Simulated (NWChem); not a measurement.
# methane (CH4); SMILES C

```xyz
5

C      0.0000     0.0000     0.0000
H     -0.8540    -0.2418    -0.6465
H      0.8689     0.2544    -0.6213
H     -0.2557     0.8552     0.6396
H      0.2407    -0.8678     0.6282
```
Atoms are numbered in this order, from 1.

Computed with NWChem. Geometry optimised at PBE0/def2-SVP; all other runs use it. 

```json
[
 {"quantity": "anisotropy (bohr³), static", "level": "PBE0/def2-SVPD", "value": "0.0"},
 {"quantity": "vertical ionisation energy, ΔSCF (eV)", "level": "PBE/def2-SVP", "value": "13.86"},
 {"quantity": "cavity-dispersion-structure term (kcal/mol) in n-hexane", "level": "PBE0/def2-SVP, SMD", "value": "0.3"},
 {"quantity": "vertical, lowest state with f > 0.02, singlet (eV)", "level": "PBE0/def2-SVPD, TDA", "value": "10.52"},
 {"quantity": "dipole (D)", "level": "PBE0/def2-SVP", "value": "0.00"},
 {"quantity": "highest harmonic frequency (cm⁻¹)", "level": "PBE0/def2-SVP", "value": "3199"}
]
```
